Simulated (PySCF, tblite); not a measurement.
**PH2F and phosphine**

A gas-phase complex of PH2F and phosphine; neutral, singlet. The structure comes from a short search (6 tight-binding starts) and was relaxed by PBE0-D3(BJ)/def2-TZVPD; another way of binding may lie lower. No frequency run checks that it is a minimum.

| part | name | SMILES | atoms | charge | multiplicity |
| --- | --- | --- | --- | --- | --- |
| 1 | PH2F | FP | 1–4 | 0 | 1 |
| 2 | phosphine | P | 5–8 | 0 | 1 |

```tsv
atom	part	x (Å)	y (Å)	z (Å)
F1	1	1.489	0.000	-0.011
P2	1	-0.093	-0.001	0.362
H3	1	-0.484	1.047	-0.516
H4	1	-0.491	-1.015	-0.551
P5	2	-2.906	0.008	0.757
H6	2	-3.193	1.045	1.676
H7	2	-4.188	0.022	0.146
H8	2	-3.205	-1.044	1.655
```

Contacts between parts, classed by geometry: F1–P2···P5 2.840 Å (pnictogen bond, 175°).

Interaction energies are complex less parts, with the parts frozen as they stand in it; counterpoise-corrected, in kcal/mol (PySCF). The CCSD(T) estimate is Hartree-Fock/aug-cc-pVQZ, plus the MP2 correlation part extrapolated as X⁻³ from aug-cc-pVTZ and aug-cc-pVQZ, plus CCSD(T) less MP2 in aug-cc-pVDZ; noble-gas cores are frozen. It isn't the exact limit.

(1) Give the interaction energy at each level run.

(2) What holds them together? Decompose the wB97M-D3(BJ)/def2-TZVPD energy: frozen parts, their antisymmetrised product, then relaxation.

The parts were also relaxed and run alone, at the levels used for the complex: shieldings by PBE0/pcSseg-2; core levels by delta-SCF with SCAN, pcX-2 on the ionised atom and pcseg-1 elsewhere, spin-free X2C (2p3/2 is the spin-free 2p value less a third of a first-order spin-orbit splitting).

(3) What does binding change?

## Answers

(1) 
```tsv
level	interaction	superposition error removed
Hartree-Fock/aug-cc-pVQZ	3.54	-
wB97M-D3(BJ)/def2-TZVPD	-3.29	-0.15
PBE0-D3(BJ)/def2-TZVPD	-6.04	-0.12
MP2/aug-cc-pVQZ	-4.16	-0.34
CCSD(T), estimated basis limit	-3.31	-
```

(2) electrostatic -18.2, Pauli repulsion +29.3, orbital relaxation -12.8, dispersion correction -1.7 kcal/mol, which sum to the value before the counterpoise correction; the Pauli term holds the exchange-correlation of the frozen density too. Of the attraction, 56 % is electrostatic, 39 % is orbital relaxation, 5 % is dispersion correction.

(3) 
```json
{"property": "F1–P2 bond (Å)", "alone": "1.608", "in the complex": "1.625", "change": "+0.017"}
{"property": "shielding of P2 (ppm)", "alone": "206.4", "in the complex": "316.0", "change": "+109.6"}
{"property": "shielding of P5 (ppm)", "alone": "580.8", "in the complex": "545.1", "change": "-35.6"}
{"property": "shielding of F1 (ppm)", "alone": "504.0", "in the complex": "373.3", "change": "-130.7"}
{"property": "F1 1s core level (eV)", "alone": "692.89", "in the complex": "691.57", "change": "-1.32"}
{"property": "P2 2p3/2 core level (eV)", "alone": "138.66", "in the complex": "137.58", "change": "-1.08"}
{"property": "P5 2p3/2 core level (eV)", "alone": "137.07", "in the complex": "137.34", "change": "+0.27"}
```
